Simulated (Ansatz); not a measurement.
in.yaml

```yaml
crystal:
  periodic: [false, false, false]
  atoms:
    - {symbol: Ti, position_ang: [0.000000, 0.000000, 0.000000]}
    - {symbol: N, position_ang: [0.000000, 0.000000, 1.366000]}
basis:
  gaussian: {orbitals: def2-SVP}
total_charge: 1
magnetization: {spin_polarized: true, initial_magnetization: 0}
correlation: {method: mp2, electrons: all}
```

```sh
$ ansatz run in.yaml --threads 1 --pin off --events-out ev --progress --plain --max-ram 2393MiB
```

(1) Roughly how long does this take on 1 thread of Arm Neoverse V1, shared host, and how much host memory?

```
492 factors; integrals over basis functions are off by at most 9.8e-4 eV
mean field evaluation 1: about -24530.0969 eV, gradient 7.5e1 eV
mean field evaluation 2: about -24530.2848 eV, gradient 7.4e1 eV
mean field evaluation 4: about -24553.3529 eV, gradient 7.4e0 eV
mean field evaluation 8: about -24553.8372 eV, gradient 6.5e-1 eV
mean field evaluation 16: about -24547.8146 eV, gradient 2.4e1 eV
mean field evaluation 32: about -24551.9673 eV, gradient 1.6e-3 eV
mean field evaluation 64: about -24551.1021 eV, gradient 3.3e-2 eV
mean field evaluation 96: about -24543.4073 eV, gradient 2.4e1 eV
mean field evaluation 128: about -24546.5445 eV, gradient 2.1e0 eV
mean field -24553.84862646 eV, -902.3372938262 hartree, gradient 8.1e-6 eV, S^2 0.000000; 7 other end points of the search recorded, 0 dependent functions left out
reference -24553.84862646 eV, -902.3372938262 hartree; 14, 14 occupied and 31, 31 virtual orbitals, 492 factors
second order -12.34667963 eV of doubles, -0.00000000 eV of singles
Total energy: -24566.19530609 eV, -902.7910259337 hartree
```

Answers

(1) 1.8 s wall and 0.1 GiB.
